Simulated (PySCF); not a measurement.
```xyz
4
charge 0 multiplicity 3, angstrom
Si    0.0913   -0.1438    1.1603
Si   -0.0399    0.0583   -1.1332
H    -0.6988    1.1723    1.0861
H    -0.7257    1.1959   -1.8490
```

All numbers come from UPBE0 in PySCF with Si def2-TZVP, H def2-TZVP; no relativity; density-fitted integrals.

This geometry of Si₂H₂ is a stationary point at this level.

(1) What is the point group?

(2) Is it a minimum?

(3) List the harmonic modes with their infrared intensities.

Results:

(1) Cs.

(2) Yes: all harmonic wavenumbers are real.

(3) 
```tsv
symmetry	ω (cm⁻¹)	IR (km/mol)
a''	206	6.6
a'	375	5.1
a'	442	7.6
a'	652	49.1
a'	1992	122
a'	2095	140
```

Only a few start shapes were tried, so a lower isomer may exist. At this level a singlet minimum of C2v symmetry lies 125 kJ/mol below this structure.
